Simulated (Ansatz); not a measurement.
Input for Ansatz (development build ahead of 0.2.0):

```yaml
crystal:
  periodic: [false, false, false]
  atoms:
    - { symbol: F, position_ang: [0.0, 0.71, 3.3] }
    - { symbol: F, position_ang: [0.0, -0.71, 3.3] }
    - { symbol: H, position_ang: [0.37, 0.0, 0.0] }
    - { symbol: H, position_ang: [-0.37, 0.0, 0.0] }
basis:
  gaussian: { orbitals: "6-31G" }
hamiltonian:
  xc: hf
```

The input is written out in the form of the current development build from the run's settings.

Results

```
Converged                       : yes
Total energy                    : -199.77278 hartree
Spin squared of the determinant : 0.000
```

Caution: no unrestricted run beside it, a lower state can exist.
